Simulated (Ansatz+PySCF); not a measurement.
The numbers below are computed, except where a source is named.
## PySCF 2.14.0 run

```python
from pyscf import gto, scf, mp

mol = gto.M(atom="""
C 0.000000 -0.008820 -1.096730
C 0.000000 0.177610 0.192660
C 0.000000 0.020780 1.518570
N 0.000000 -0.051360 2.692030
H 0.000000 -0.963760 -1.510790
H 0.000000 0.825540 -1.795740
""", basis='cc-pvtz', charge=0, spin=1)
mf = scf.UHF(mol)
mf.kernel()
pt = mp.MP2(mf, frozen=4).run()
print(mf.e_tot, pt.e_corr, pt.e_tot)
```

The script is written out from the run's settings.

Results

```yaml
Converged: yes
Reference_energy: -169.19113 hartree
Correlation_energy: -0.56768 hartree
Total_energy: -169.75881 hartree
Spin_squared_of_the_determinant: 1.392
```

Caution: the unrestricted determinant is spin contaminated.
